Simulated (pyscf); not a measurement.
This saddle point was located with ωB97X-D3(BJ)/def2-SVP in PySCF.

```
Zn
H 1 1.5394
H 1 1.7039 2 146.97
H 3 1.1619 1 78.47 2 -179.45
Se 4 1.7301 3 156.86 1 2.13
H 5 1.4683 4 90.34 3 86.66
```
Charge 0, spin multiplicity 1.

Surface: singlet, charge 0. Lowest wavenumbers (cm⁻¹): 1177i, 202, 253, 434, 509.

Question: Name the species on either side of this saddle.

Answer: ZnH₂ + H₂Se <-> HZn–SeH + H₂, a four-centre exchange read from left to right: H–Zn, H–Se broken and Se–Zn, H–H formed. At ωB97M-D3(BJ)/def2-TZVP it lies +15.0 kcal/mol from the left side and +36.6 kcal/mol from the right (each side as separated species at their lowest minima found). On the reactant side the descent ends in an adduct with a Se–Zn contact, 7.1 kcal/mol under the separated species and 18.2 kcal/mol under the saddle at ωB97X-D3(BJ)/def2-TZVP. What is counted as formed (Se–Zn) is already present as a longer contact in the reactant adduct; forming that adduct is a step of its own. At ωB97X-D3(BJ)/def2-TZVP the barrier from the zero used here is 11.1 kcal/mol. One saddle was located; it need not be the lowest between these sides. Elements up to Kr have no core potential and no relativistic terms here.
